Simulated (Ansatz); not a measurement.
# SiH4, singlet: energies of several shapes or isomers

Program: Ansatz, Gaussian basis, development build. Basis cc-pV(T+d)Z on Si, cc-pVTZ on H, nonrelativistic, no frozen core; active space CAS(2,2). Restricted Hartree–Fock, then the lowest state-specific CASSCF solution met for each case. Single-reference values can break down or jump between states where bonds are stretched. Unlike active orbitals can shift such differences by tenths of an eV, at times by over 1 eV.

Case A:

```csv
atom,x (Å),y (Å),z (Å)
Si,0.0000,0.0000,0.0000
H,0.9846,0.9846,0.9846
H,-0.8561,-0.8561,0.8561
H,-0.8561,0.8561,-0.8561
H,0.8561,-0.8561,-0.8561
```

Case B:

| atom | x (Å) | y (Å) | z (Å) |
| --- | --- | --- | --- |
| Si | 0.0000 | 0.0000 | 0.0000 |
| H | 0.8561 | 0.8561 | 0.8561 |
| H | -0.8561 | -0.8561 | 0.8561 |
| H | -0.8561 | 0.8561 | -0.8561 |
| H | 0.8561 | -0.8561 | -0.8561 |

Case C. A bond is stretched, to 1.46 times the sum of the covalent radii.

```csv
atom,x (Å),y (Å),z (Å)
Si,0.0000,0.0000,0.0000
H,1.1986,1.1986,1.1986
H,-0.8561,-0.8561,0.8561
H,-0.8561,0.8561,-0.8561
H,0.8561,-0.8561,-0.8561
```

Case D:

| atom | x (Å) | y (Å) | z (Å) |
| --- | --- | --- | --- |
| Si | 0.0000 | 0.0000 | 0.0000 |
| H | 0.7705 | 0.7705 | 0.7705 |
| H | -0.8561 | -0.8561 | 0.8561 |
| H | -0.8561 | 0.8561 | -0.8561 |
| H | 0.8561 | -0.8561 | -0.8561 |

Case E. A bond is stretched, to 2.40 times the sum of the covalent radii.

```xyz
5

Si    0.0000    0.0000    0.0000
H     1.9691    1.9691    1.9691
H    -0.8561   -0.8561    0.8561
H    -0.8561    0.8561   -0.8561
H     0.8561   -0.8561   -0.8561
```

Energy less that of case A, in eV:

```csv
case,RHF/ROHF,CASSCF
B,-0.376,-0.263
C,+1.295,+1.038
D,-0.143,-0.028
E,+5.266,+3.261
```

Question: What does SC-NEVPT2 give for these differences?

Answer: B: -0.331 eV; C: +1.137 eV; D: -0.122 eV; E: +3.510 eV.

Question: Which case is lowest, and do the methods agree?

Answer: B is lowest in SC-NEVPT2. Of the methods shown, RHF/ROHF, CASSCF agree.
